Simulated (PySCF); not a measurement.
Molecule: `CNC`, C₂H₇N.

Numbering as in the mapped SMILES `[CH3:1][NH:2][CH3:3]`. Each H is labelled by its parent atom.

Spin–spin couplings on one PBE0-D3(BJ)/def2-SVP geometry, PySCF, gas phase, non-relativistic, equivalent pairs averaged (spin–dipole term only in couplings to heteroatoms); isotopes ¹⁵N, ¹H; basis pcJ-1.

Reference values (Hz): ¹J(N2,H(N2)) = -67.0 (measured; Jessen and Sauer, arXiv:2312.00705).

How do the couplings (Hz) change with the functional? Times are CPU seconds on 1 thread of an Arm Neoverse V1, shared host.

Results:


```tsv
functional	functions	¹J(N2,H(N2))	abs. error	core-s
HF	151	-86.1	19.1	5.1
LDA	151	-58.0	9.0	7.2
PBE	151	-64.2	2.8	9.8
KT2	151	-67.1	0.1	9.7
B3LYP	151	-71.1	4.1	6.8
PBE0	151	-67.1	0.1	8.7
B97-2	151	-64.8	2.2	8.6
BHandHLYP	151	-76.8	9.8	11
CAM-B3LYP	151	-70.1	3.1	11
```

Errors compare magnitudes, without vibrational corrections. Closest: KT2 and PBE0, practically level; furthest: HF.
